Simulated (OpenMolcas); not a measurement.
# LiO (lithium monoxide) at UHF/3-21G

We compute the energy of LiO (lithium monoxide). 

The calculation is run with OpenMolcas 26.06.

1 further run of the same task is left out (it didn't finish).

## (1) Starting point

LiO: 2 atoms, total charge 0, spin state doublet. SMILES: `[Li][O]`. The Li1–O2 distance was set to 3.025 Å, away from the relaxed value.

## (2) The energy at UHF/3-21G

struct.xyz reads:

```xyz
2

Li     0.000000     0.000000    -1.401960
O      0.000000     0.000000     1.623240
```

test.inp reads:

```
* LiO Hartree-Fock
>>> EXPORT MOLCAS_PRINT=2
&gateway
baslib
$CurrDir
coord
struct.xyz
basis
3-21G
group
NoSym
&seward
&scf
uhf
spin
2
thresholds
1e-10 1e-07 1e-07 1e-05
prorbitals
1 1
```

The basis set 3-21G is read from a file made from the Basis Set Exchange's data (not shown).

The run is started by

```
$ export MOLCAS_MEM=1860
$ pymolcas test.inp > test.log
```

**Question.** What will come out? Wanted: total energy; dipole moment; HOMO energy; LUMO energy; ⟨S²⟩.

Computed results:

At UHF/3-21G:

| quantity | value |
| --- | --- |
| total energy | -81.77660 Eh |
| dipole moment | 0.49 D |
| HOMO energy (highest over α and β) | -5.27 eV |
| LUMO energy (lowest over α and β) | 0.66 eV |
| ⟨S²⟩ | 1.708 |

What this shows: ⟨S²⟩ is 1.71 where a pure doublet has 0.75: the reference is spin-contaminated. The run may have ended on a state above the lowest.
